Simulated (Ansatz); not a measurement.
# CH₂B (quartet): the correlation ladder, 6-31G

Aim: climb from Hartree-Fock through coupled cluster and multireference methods for CH₂B (quartet) at one geometry and basis, and see what each rung misses.

Method: 6-31G, core rule «outside noble gas», up to 2 orbitals frozen; program: Ansatz 0.2.0, Gaussian basis.

To be run: UHF; CCSD(T) on ROHF; CCSD(T) on UHF; BCCD(T) on ROHF; CISD as a restricted active space (open shells left free, so some higher excitations enter); CCSDT(Q) on ROHF; CCSDT(Q) on UHF; CISDTQ; CASSCF and MRCISD+Q, 9 electrons in 10 orbitals; CASSCF and NEVPT2, 9 electrons in 10 orbitals; Full CI.

18 further runs of the same task are left out: 6 that didn't finish, 12 set aside as unsound or not needed. Runs told in other sessions of the task aren't counted.

**1. What is computed**

The geometry is a PBE0/def2-TZVP stationary point (not a proven minimum).

4 atoms, charge 0, spin multiplicity 4.

Atoms are counted from 1 here; the program's logs count them from 0.

Bond lengths: B1–C2 1.505 Å, C2–H3 1.092 Å, C2–H4 1.092 Å. Angles: B1–C2–H3 123.3°, B1–C2–H4 123.3°, H3–C2–H4 113.4°.

As a file:

```
B     0.0000    0.0000    0.8988
C     0.0000    0.0000   -0.6066
H     0.0000   -0.9127   -1.2064
H     0.0000    0.9127   -1.2064
```

**2. UHF**

in.yaml

```yaml
crystal:
  periodic: [false, false, false]
  atoms:
    - {symbol: B, position_ang: [0.000000, 0.000000, 0.898833]}
    - {symbol: C, position_ang: [0.000000, 0.000000, -0.606573]}
    - {symbol: H, position_ang: [0.000000, -0.912704, -1.206376]}
    - {symbol: H, position_ang: [0.000000, 0.912704, -1.206376]}
basis:
  gaussian: {orbitals: 6-31G}
magnetization: {spin_polarized: true, initial_magnetization: 3}
hamiltonian: {xc: hf}
output: {orbitals: {seedname: orbitals}}
```

The run is started by

```
$ ansatz run in.yaml --threads 1 --pin off --events-out ev --progress --plain --max-ram 2393MiB
```

After this run come: CCSD(T) on ROHF; CCSD(T) on UHF; BCCD(T) on ROHF; CISD as a restricted active space (open shells left free, so some higher excitations enter); CCSDT(Q) on ROHF; CCSDT(Q) on UHF; CISDTQ; CASSCF and MRCISD+Q, 9 electrons in 10 orbitals; CASSCF and NEVPT2, 9 electrons in 10 orbitals; Full CI.

Before running them: what should the planned runs give, taken together? Wanted: FCI from the RHF energy; RMP2 from FCI; UMP2 from FCI; RCCSD from FCI; RCCSD(T) from FCI; UCCSD(T) from FCI; RCCSDT(Q) from FCI; UCCSDT(Q) from FCI; NEVPT2 valence from FCI.

The runs gave:

| quantity | value |
| --- | --- |
| FCI from the ROHF energy | -3.1560 eV |
| RMP2 from FCI | +657.5 meV |
| UMP2 from FCI | +655.7 meV |
| RCCSD from FCI | +74.5 meV |
| RCCSD(T) from FCI | +17.0 meV |
| UCCSD(T) from FCI | +16.5 meV |
| RCCSDT(Q) from FCI | +0.3 meV |
| UCCSDT(Q) from FCI | -0.2 meV |
| NEVPT2 valence from FCI | +274.0 meV |
| MRCISD+Q valence from FCI | +12.9 meV |
| levels within 1 kcal/mol (43 meV) | RCCSD(T), UCCSD(T), BCCD(T), RCCSDT, UCCSDT, CISDTQ, RCCSDT(Q), UCCSDT(Q), MRCISD valence, MRCISD+Q valence |
| T1 diagnostic | 0.016 |
| effectively unpaired electrons | 3.02 |

**Reading.** RCCSD(T) lands +17.0 meV from the yardstick (0.5 % of the correlation energy). One determinant dominates. Of the multireference levels listed MRCISD+Q valence comes nearest in total energy (+12.9 meV), which doesn't show that its space is the better one. These misses are within one basis, not against nature; the frozen cores of restricted and unrestricted runs differ, which can shift their rows.

Levels on UHF freeze UHF's core orbitals, full CI those of ROHF, so the U rows can settle a little off it for that reason alone.

With open shells the CI space here admits some higher excitations, so it is larger than plain CISD.
